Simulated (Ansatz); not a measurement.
## Relaxing B₃As

Level of theory: Ansatz, DFT r2SCAN, scalar-relativistic, plane waves, PAW. Cutoff 500 eV, Γ-centred k mesh, Gaussian smearing, no spin polarisation in the final step.

B₃As was placed on the TiAl3 (D0_22) structure type (I4/mmm, No. 139), with As in place of Ti, B in place of Al, at a guessed volume.

```
B As
1.0
    -1.65350    1.65350    3.69354
     1.65350   -1.65350    3.69354
     1.65350    1.65350   -3.69354
B As
3 1
Cartesian
  0.0000 0.0000 3.6935
  1.6535 0.0000 1.8468
  0.0000 1.6535 1.8468
  0.0000 0.0000 0.0000
```

Cell and atoms relax at zero pressure; the relaxation can't lower the symmetry of the start. After a coarse first stage the cell is made exact in the group found at 0.06 Å.

Energies over the elements count from the elements' standard structures at the same level, with no empirical corrections.

Task: Which crystal results?

Result: It keeps I4/mmm (No. 139), but not the shape of the type it started on. Conventional cell: a = 2.921 Å, c = 10.308 Å. Around B on Wyckoff site b (1 atom of the primitive cell) lie 4 As at 2.07 Å; B on Wyckoff site d (2 atoms of the primitive cell) has 4 B at 2.07 Å; As has 4 B at 2.07 Å.

Space group I4/mmm (No. 139). a = 2.921 Å, b = 2.921 Å, c = 10.308 Å, α = 90.00°, β = 90.00°, γ = 90.00°
```
atom site symmetry x y z
   B    2b     4/mmm  0.5000  0.5000  0.0000
   B    4d      -4m2  0.5000  0.0000  0.2500
  As    2a     4/mmm  0.0000  0.0000  0.0000
```

Task: What are its volume, energy, density and gap?

Result: The volume per atom is 11.0 Å³ and the density is 4.1 g/cm³. The energy over the elements is 1.77 eV/atom and the gap on the 22×22×22 mesh is 0 eV (a metal).

The final run used a 22×22×22 mesh on its 4-atom cell and 0.10 eV smearing. For metals, differences of a few meV/atom aren't resolved. No dispersion correction is applied, so the spacing between layers, chains or molecules is poorly fixed, and with it the volume and density. A structure relaxed within its symmetry needn't be a true minimum.

Cost: 3 runs of about 8.8 core-minutes in all, on Arm Neoverse V2 (shared hosts).